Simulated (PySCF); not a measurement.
Ionisation energies (eV) were calculated with PySCF 2.14 by PBE, UHF, LDA, in another order, as differences of total energies without spin-orbit coupling. The measured values are between term centres (NIST).

| species | measured | A | B | C |
| --- | --- | --- | --- | --- |
| C (x2c-TZVPPall with one added diffuse shell each of s, p, d type, spin-free X2C) | 11.262 | 11.681 | 11.535 | 10.798 |
| Ne (x2c-TZVPPall with one added diffuse shell each of s, p, d type, spin-free X2C) | 21.597 | 22.166 | 21.643 | 19.654 |
| Al (x2c-TZVPPall with one added diffuse shell each of s, p, d type, spin-free X2C) | 5.977 | 6.019 | 6.063 | 5.590 |
| Ge (x2c-TZVPPall with one added diffuse shell each of s, p, d type, spin-free X2C) | 7.925 | 8.008 | 7.885 | 7.404 |
| Rh (x2c-TZVPPall with one added diffuse shell each of s, p, d, f type, spin-free X2C) | 7.479 | 8.120 | 7.830 | 6.314 |
| Cd (x2c-TZVPPall with one added diffuse shell each of s, p, d, f type, spin-free X2C) | 8.994 | 9.409 | 9.044 | 7.332 |
| Te (x2c-TZVPPall with one added diffuse shell each of s, p, d, f type, spin-free X2C) | 8.749 | 9.042 | 8.756 | 7.761 |
| Ta (x2c-TZVPPall with one added diffuse shell each of s, p, d, f type, spin-free X2C) | 7.573 | 7.766 | 7.409 | 5.772 |

**Question.** Which column is which method?

**Answer.** A is LDA (mean error 0.33 eV); B is PBE (mean error 0.08 eV); C is UHF (mean error -1.12 eV). LDA overbinds the outer electron and comes out highest. PBE, with gradient corrections, lies close to experiment on average, with errors of both signs. Hartree-Fock lacks the correlation of the electron removed and comes out lowest.
